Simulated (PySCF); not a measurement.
These are PBE-D3(BJ)/def2-TZVP // PBE0-D3(BJ)/def2-SVP (PySCF) values and carry that method's errors. Gas-phase values, no solvent. Excitations are Tamm–Dancoff values on a coarser integration grid. The basis has no diffuse functions, so Rydberg states are missing or too high.

Reference species (SMILES): `CC#N` (neutral, multiplicity 1).

| Quantity | Value |
|---|---|
| HOMO–LUMO gap | 7.80 eV |
| S1 excitation (TDA) | 7.80 eV |
| S1 oscillator strength | 0.000 |

After one change: the HOMO–LUMO gap rises by 0.27 eV; the S1 excitation (TDA) goes up by 0.27 eV; the S1 oscillator strength stays essentially unchanged.

Task: Which change was made? The new species is one of these.
A. `c1ccncc1`
B. `CSC`
C. `C#N`
D. `[C-]#[O+]`

Result: C, `C#N`
